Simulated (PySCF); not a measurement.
## How methods differ on the ionisation energy of F

F [He] 2s2 2p5 (2P) → F⁺ [He] 2s2 2p4 (3P), as a difference of total energies. All numbers are calculated (PySCF 2.14, the non-relativistic Hamiltonian (point nucleus), in aug-cc-pVQZ with one added diffuse shell each of s, p, d, f, g type (7s6p5d4f3g, 105 functions)). Correlated levels: valence: 1s2 frozen. The calculations carry no spin-orbit coupling.

```tsv
method	ionisation energy (eV)	error (eV)
UHF	15.652	-1.775
LDA	17.959	+0.532
PBE	17.657	+0.230
PBE0	17.446	+0.019
r2SCAN	17.537	+0.110
TPSS	17.437	+0.010
wB97X-V	17.527	+0.100
M06-L	17.211	-0.216
TPSSh	17.373	-0.054
MP2 (valence)	17.395	-0.032
SCS-MP2 (valence)	17.402	-0.025
```

Reference: 17.427 eV (measured; NIST levels, between the centres of gravity of the two terms).

Errors of the correlated levels include the incompleteness of this basis and the frozen core.
